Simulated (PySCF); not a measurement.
## Continuum solvent and chemical shifts

Bonds (- single, = double, # triple, : aromatic): C1-C2 1.521 Å, C2-C3 1.521 Å. C1 carries H4, H5, H6; C2 carries H7, H8; C3 carries H9, H10, H11.

GIAO PBE0/pcSseg-1 in PySCF 2.14.0 with density-fitted response routines on one PBE0-D3(BJ)/def2-SVP conformer, non-relativistic, equivalent nuclei averaged. Solvents enter as an IEF-PCM continuum (chloroform with ε = 4.7, tetrahydrofuran with ε = 7.4) around the gas-phase geometry. Shifts are referred to TMS computed in the same medium.

Gas phase, δ in ppm: C2 19.5, C1/C3 18.2, H7/H8 1.26, H4/H5/H6/H9/H10/H11 0.95. Dipole moment 0.07 D.

**Question.** How does each δ change in the continuum?

**Answer.** 
| atoms | environment | Δδ, chloroform | Δδ, tetrahydrofuran |
| --- | --- | --- | --- |
| C2 | sp3 CH2 | +0.4 | +0.5 |
| C1/C3 | methyl carbon | +0.2 | +0.2 |
| H7/H8 | hydrogen on an sp3 CH2 | 0.00 | 0.00 |
| H4/H5/H6/H9/H10/H11 | hydrogen on a methyl carbon | -0.01 | -0.01 |

Changes are relative to the gas phase. The dipole moment becomes 0.07 D in chloroform, 0.07 D in tetrahydrofuran.

**Question.** Which nuclei move most (in ppm), and what does the model miss?

**Answer.** C2 (sp3 CH2, +0.5 ppm) in tetrahydrofuran. A continuum only polarises the solute; specific hydrogen bonds, the anisotropy of aromatic solvents and changes of geometry or conformer are outside it.

Measured shifts for comparison: H7/H8: 1.34 (not stated in the table (CDCl3 in this author's series)), 1.33 (THF-d8), 1.32 (CD2Cl2), 1.32 (CDCl3), 1.32 (toluene-d8); H4/H5/H6/H9/H10/H11: 0.90 (not stated in the table (CDCl3 in this author's series)), 0.90 (THF-d8), 0.90 (CD2Cl2), 0.90 (CDCl3), 0.89 (toluene-d8); C1/C3: 16.6 (THF-d8), 16.6 (CD2Cl2), 16.6 (CDCl3), 16.6 (toluene-d8), 16.7 (C6D6); C2: 16.8 (THF-d8), 16.6 (CD2Cl2), 16.4 (CDCl3), 16.6 (toluene-d8), 16.6 (C6D6). Source: The use of chemical shift calculations in the conformational analysis of substituted benzenes, New J. Chem. 2019 (ESI); Fulmer et al., Organometallics 2010, 29, 2176.
